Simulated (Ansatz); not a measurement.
Ansatz (a program for electronic structure) input (RI-MP2/cc-pVTZ):
A basis named .json is the Basis Set Exchange file of that set.

Ansatz 0.2 input:
```yaml
crystal:
  periodic: [false, false, false]
  atoms:
    - {symbol: C, position_ang: [1.13228689, -0.40255019, 0.03573367]}
    - {symbol: C, position_ang: [-0.06084393, 0.55816703, 0.03963237]}
    - {symbol: N, position_ang: [-1.34580162, -0.08769799, 0.01271910]}
    - {symbol: H, position_ang: [2.07177877, 0.15098225, 0.08586566]}
    - {symbol: H, position_ang: [1.08765095, -1.07374850, 0.89469680]}
    - {symbol: H, position_ang: [1.14287038, -1.00959134, -0.87255254]}
    - {symbol: H, position_ang: [0.00724559, 1.20999155, -0.84834175]}
    - {symbol: H, position_ang: [-0.01826377, 1.21828069, 0.90999372]}
    - {symbol: H, position_ang: [-1.29932838, -0.81572973, -0.71089176]}
basis:
  gaussian:
    orbitals: cc-pVTZ
    fitting: {mean_field: def2-universal-jkfit, correlation: cc-pVTZ-RIFIT.json}
magnetization: {spin_polarized: true, initial_magnetization: 1}
correlation: {method: mp2, electrons: outside_noble_gas}
```

Output:

```
Functional definition: HF
integrals: 0.10 GiB planned
335 factors; integrals over basis functions are off by at most 9.2e-1 eV
423 factors; integrals over basis functions are off by at most 6.5e-1 eV
mean field: 0.36 GiB planned
mean field evaluation 1: about -3634.6639 eV, gradient 2.1e1 eV
mean field evaluation 2: about -3637.0994 eV, gradient 8.4e0 eV
mean field evaluation 4: about -3637.6182 eV, gradient 8.2e-1 eV
mean field evaluation 8: about -3637.6344 eV, gradient 4.1e-6 eV
mean field -3637.63441370 eV, -133.6805990265 hartree, gradient 4.1e-6 eV, S^2 0.761308; 0 other end points of the search recorded, 0 dependent functions left out
3 core orbitals not correlated
reference -3637.63441370 eV, -133.6805990265 hartree; 10, 9 occupied and 161, 162 virtual orbitals, 423 factors
second order -14.38709419 eV of doubles, -0.00000000 eV of singles
Total energy: -3652.02150789 eV, -134.2093149859 hartree
```

It need not be the lowest isomer of its formula.
